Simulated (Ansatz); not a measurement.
Geometry optimisation, Ansatz, UKS B3LYP-D4/STO-3G.

input.yaml

```yaml
crystal:
  periodic: [false, false, false]
  atoms:
    - { symbol: C, position_ang: [-1.5551, 0.8696, -0.4358] }
    - { symbol: O, position_ang: [-0.8729, -0.1532, 0.1397] }
    - { symbol: C, position_ang: [0.507, 0.0717, 0.1017] }
    - { symbol: C, position_ang: [1.3043, -1.2594, 0.3018] }
    - { symbol: Cl, position_ang: [1.0103, 1.1588, 1.4208] }
    - { symbol: H, position_ang: [-1.3221, 1.0562, -1.4989] }
    - { symbol: H, position_ang: [-1.4242, 1.8521, 0.102] }
    - { symbol: H, position_ang: [-1.65991, -0.70376, 0.37971] }
    - { symbol: H, position_ang: [0.8549, 0.5324, -0.7942] }
    - { symbol: H, position_ang: [0.9486, -1.9568, -0.4751] }
    - { symbol: H, position_ang: [0.9147, -1.7459, 1.2652] }
    - { symbol: H, position_ang: [2.3391, -1.1586, 0.3175] }
magnetization:
  spin_polarized: true
basis:
  gaussian: { orbitals: STO-3G }
hamiltonian:
  xc: b3lyp
  dispersion: d4
relax:
  f_tol: 0.02
  max_steps: 50
output:
  orbitals: {}
```

Run as:

```bash
$ ansatz run input.yaml --threads 1 --pin off --max-ram 2048MiB --backend cpu --events-out ev --progress --plain --runs-dir out
```

Q: Where does it end, and by what steps?

A: The run converged. Limits of this set-up: minimal basis. After 21 steps the energy has fallen by 3.103 eV; O2 moved furthest, 0.61 Å. Parted: O2–C3.

| step | energy less start (eV) | largest force component (eV/Å) | accepted |
| --- | --- | --- | --- |
| 0 | 0.0000 | 7.646 | yes |
| 1 | -1.9227 | 2.290 | yes |
| 2 | -2.3192 | 1.048 | yes |
| 3 | -2.5853 | 1.566 | yes |
| 4 | -2.7203 | 1.750 | yes |
| 5 | -2.8290 | 1.354 | yes |
| 6 | -2.8944 | 0.949 | yes |
| 7 | -2.9220 | 0.326 | yes |
| 8 | -2.9246 | 0.559 | yes |
| 9 | -2.9378 | 0.230 | yes |
| 10 | -2.9481 | 0.173 | yes |
| 11 | -2.9662 | 0.332 | yes |
| 12 | -2.9738 | 0.354 | yes |
| 13 | -2.9934 | 0.445 | yes |
| 14 | -3.0145 | 1.238 | yes |
| 15 | -3.0824 | 0.309 | yes |
| 16 | -3.0970 | 0.388 | yes |
| 17 | -3.0572 | 0.565 | no |
| 18 | -3.1021 | 0.095 | yes |
| 19 | -3.1015 | 0.066 | no |
| 20 | -3.1031 | 0.052 | yes |
| 21 | -3.1034 | 0.014 | yes |

```xyz
12
Properties=species:S:1:pos:R:3
C -1.930 1.078 -0.546
O -1.232 -0.131 -0.350
C 0.903 -0.053 0.018
C 1.432 -1.438 0.396
Cl 0.990 1.183 1.368
H -1.709 1.514 -1.533
H -1.978 1.775 0.309
H -1.419 -0.371 0.628
H 1.297 0.392 -0.914
H 1.226 -2.135 -0.434
H 0.940 -1.818 1.305
H 2.523 -1.433 0.576
```

Whether the end is a true minimum wasn't checked by a vibrational analysis.

Time of the run: 91 s on 1 thread of Arm Neoverse V1, on a shared host, peak memory 0.15 GiB.
